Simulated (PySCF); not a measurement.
Isomers of C4H7N and their computed core-level spectra.

Computed with PySCF, delta-SCF UKS SCAN, pcX-2 on the ionised atom, pcseg-1 elsewhere, spin-free X2C. Geometries: PBE0-D3(BJ)/def2-SVP; isolated species, one conformer each.

Line lists (1s up to Mg, 2p3/2 beyond; areas count atoms within a level, one atom standing for each set equivalent by bonding):
1. C 1s: 290.47 (area 1), 290.90 (area 1), 291.27 (area 1), 292.02 (area 1) eV; N 1s: 404.62 eV
2. C 1s: 290.69 (area 1), 290.80 (area 1), 290.81 (area 1), 291.79 (area 1) eV; N 1s: 404.24 eV
3. C 1s: 291.20 (area 1), 291.43 (area 1), 292.29 (area 1), 292.33 (area 1) eV; N 1s: 405.03 eV
4. C 1s: 289.76 (area 1), 291.07 (area 1), 291.21 (area 1), 291.80 (area 1) eV; N 1s: 404.71 eV
5. C 1s: 291.33 (area 2), 292.14 (area 1), 292.35 (area 1) eV; N 1s: 404.96 eV

Structures:
A. `N=C1CCC1`
B. `C/C=N\C=C`
C. `[H]/N=C\CC=C`
D. `CC(C)C#N`
E. `CCCC#N`

Question: Match each list to its structure.

Answer: 
- 1 = C: another candidate has the same counts of sites, so positions decide. C 1s: 290.47 terminal =CH2 carbon, 290.90 alkene CH carbon, 291.27 allylic carbon, 292.02 imine carbon; N 1s: 404.62 imine nitrogen.
- 2 = A: another candidate has the same counts of sites, so positions decide. C 1s: 290.69 four-membered-ring carbon, 290.80 four-membered-ring carbon, 290.81 four-membered-ring carbon, 291.79 imine carbon; N 1s: 404.24 imine nitrogen.
- 3 = E: another candidate has the same counts of sites, so positions decide. C 1s: 291.20 methyl carbon, 291.43 chain CH2 carbon, 292.29 nitrile carbon, 292.33 sp3 carbon next to a nitrile; N 1s: 405.03 nitrile nitrogen.
- 4 = B: another candidate has the same counts of sites, so positions decide. C 1s: 289.76 terminal =CH2 carbon, 291.07 methyl carbon, 291.21 vinylic carbon bearing nitrogen, 291.80 imine carbon; N 1s: 404.71 imine nitrogen.
- 5 = D: no other candidate has these counts of sites. C 1s: 291.33 methyl carbon (×2), 292.14 nitrile carbon, 292.35 sp3 carbon next to a nitrile; N 1s: 404.96 nitrile nitrogen.

4 of these hole states are spin-contaminated (⟨S²⟩ up to 0.90, against 0.75; counted from 0.85) and less certain.
